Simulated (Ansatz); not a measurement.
Start from `FCC(F)Cl` and change one atom or group to get `CC(F)CF`.

Ansatz, PBE0-D4/def2-TZVP geometries, multiplicity 1. Each molecule was computed in one conformer, which needn't be the lowest.

| property | `FCC(F)Cl` |
| --- | --- |
| LUMO energy (PBE/def2-TZVPP) / eV | -0.80 |
| HOMO energy (ωB97M-V/def2-TZVPP) / eV | -11.44 |
| LUMO energy (ωB97M-V/def2-TZVPP) / eV | 2.45 |
| LUMO energy (B3LYP/def2-TZVPP) / eV | 0.03 |
| HOMO energy (PBE/def2-TZVPP) / eV | -7.59 |
| zero-point energy (PBE0-D4/def2-TZVP) / kJ/mol | 136.7 |

Q: What does the change do to each property? (Estimate.)

A: Computed: 
```
                                      property  `CC(F)CF`  shift
             LUMO energy (PBE/def2-TZVPP) / eV       0.37   1.17
         HOMO energy (ωB97M-V/def2-TZVPP) / eV     -11.68  -0.24
         LUMO energy (ωB97M-V/def2-TZVPP) / eV       2.59   0.14
           LUMO energy (B3LYP/def2-TZVPP) / eV       0.80   0.77
             HOMO energy (PBE/def2-TZVPP) / eV      -7.55   0.04
zero-point energy (PBE0-D4/def2-TZVP) / kJ/mol      233.8   97.1
```

With PBE0 the HOMO falls by 0.16 eV and the LUMO rises by 0.81 eV, so the gap widens by about 0.97 eV. PBE moves the HOMO by 0.04 eV and ωB97M-V by -0.24 eV. The zero-point energy changes by 97.1 kJ/mol with +9 modes.

B3LYP here is the variant with VWN-RPA as its local correlation; programs differ in this.
